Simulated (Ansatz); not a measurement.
The cation of CH$_{3}$AlO at the neutral geometry.

```yaml
crystal:
  periodic: [false, false, false]
  atoms:
    - {symbol: O, position_ang: [-0.629457, -0.870652, 0.644162]}
    - {symbol: C, position_ang: [0.141081, -1.054947, -0.324305]}
    - {symbol: Al, position_ang: [0.072758, 0.848331, 0.037457]}
    - {symbol: H, position_ang: [0.285960, -2.098526, -0.653676]}
    - {symbol: H, position_ang: [-0.999182, 1.685959, -0.761800]}
    - {symbol: H, position_ang: [1.170940, 1.425935, 1.012062]}
basis:
  gaussian: {orbitals: def2-TZVPP}
total_charge: 1
magnetization: {spin_polarized: true, initial_magnetization: 1}
correlation: {method: ccsd_t}
scf: {omitted_lower_state_checks: [cluster_reference]}
```

```sh
$ ansatz run in.yaml --threads 2 --pin off --events-out ev --progress --plain --max-ram 4352MiB
```

Output, abridged:

```
Functional definition: HF
874 factors; integrals over basis functions are off by at most 1.1e-3 eV
mean field evaluation 1: about -9679.5077 eV, gradient 4.4e1 eV
mean field evaluation 2: about -9679.5117 eV, gradient 4.4e1 eV
mean field evaluation 4: about -9688.2668 eV, gradient 1.1e1 eV
mean field evaluation 8: about -9689.2008 eV, gradient 2.8e-1 eV
mean field evaluation 16: about -9688.0139 eV, gradient 1.9e0 eV
mean field evaluation 32: about -9687.9679 eV, gradient 7.6e0 eV
mean field -9689.20558260 eV, -356.0717375810 hartree, gradient 2.3e-6 eV, S^2 0.774450; 3 other end points of the search recorded, 0 dependent functions left out
7 core orbitals not correlated: weight in the atoms' cores, before any rotation towards them, 1.000 or more for the frozen orbitals, at most 0.000 for the correlated occupied ones
reference -9689.20558260 eV, -356.0717375810 hartree; 8, 7 occupied and 131, 132 virtual orbitals, 874 factors
second order -11.92149106 eV of doubles, -0.00000000 eV of singles
cycle   1  -11.98052252 eV  change   -5.9e-2 eV  update   1.1e-1
cycle   2  -12.46784153 eV  change   -4.9e-1 eV  update   4.0e-2
cycle   3  -12.62706050 eV  change   -1.6e-1 eV  update   2.6e-2
cycle   4  -12.62399083 eV  change    3.1e-3 eV  update   1.2e-2
cycle   5  -12.62723342 eV  change   -3.2e-3 eV  update   6.8e-3
cycle   6  -12.62995542 eV  change   -2.7e-3 eV  update   3.2e-3
cycle   7  -12.63019000 eV  change   -2.3e-4 eV  update   1.5e-3
cycle   8  -12.63107814 eV  change   -8.9e-4 eV  update   8.5e-4
cycle   9  -12.63110030 eV  change   -2.2e-5 eV  update   3.6e-4
cycle  10  -12.63091793 eV  change    1.8e-4 eV  update   1.7e-4
cycle  11  -12.63103685 eV  change   -1.2e-4 eV  update   8.2e-5
cycle  12  -12.63102723 eV  change    9.6e-6 eV  update   3.6e-5
cycle  13  -12.63105531 eV  change   -2.8e-5 eV  update   1.8e-5
cycle  14  -12.63105909 eV  change   -3.8e-6 eV  update   8.7e-6
perturbative correction -0.55460706 eV, -0.0203814335 hartree
Total energy: -9702.39124874 eV, -356.5563018743 hartree
Checks for a lower state left out: cluster_reference
```

Run time 43 s (2 threads of an Arm Neoverse V2 on a shared host); peak host memory 1.9 GiB.
